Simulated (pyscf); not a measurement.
Single points on ωB97X-D3(BJ)/def2-SVP structures (PySCF, gas phase). Correlated levels are frozen-core, on RHF or UHF. ΔMP2 is the change of the MP2 total energy from the triple- to the quadruple-zeta basis.

Problem. Estimate by transition-state theory the rate constant of `[NH2][SiH]` [singlet] + `[ClH]` → `[SiH][Cl]` [singlet] + `[NH3]` (singlet surface; N–Si, Cl–H broken, Cl–Si, H–N formed) at 1200 K, with CCSD(T)/def2-TZVPP + ΔMP2(QZVPP) energies (ideal gas, 1 atm, RRHO with modes under 100 cm⁻¹ raised to 100, one conformer, R ln 2 for rigid chiral ones; no tunnelling).

Solution. The electronic barrier is 5.1 kcal/mol and the thermal terms add +38.6, so ΔG‡ = 43.7 kcal/mol. With k_BT/h = 2.50e+13 s⁻¹ and RT = 2.385 kcal/mol, and a volume of 1.64e-19 cm³ per molecule at 1 atm, k = 4.5e-14 cm³ molecule⁻¹ s⁻¹. Wigner's tunnelling factor for 478i cm⁻¹ would be 1.01. A shift of 1 kcal/mol in the barrier changes k by a factor 1.5. On the product side the descent ends in an adduct with a N–Si contact, 29.6 kcal/mol under the separated species and 34.0 kcal/mol under the saddle at ωB97X-D3(BJ)/def2-TZVP. What is counted as broken (N–Si) persists as a longer contact in the product adduct; parting that adduct is a step of its own. At ωB97X-D3(BJ) the barrier from the zero used here is 1.2 kcal/mol. This is the saddle that the search found; another between the same sides may lie lower. The CCSD(T) − MP2 part came from Ansatz, without density fitting, on the same reference.
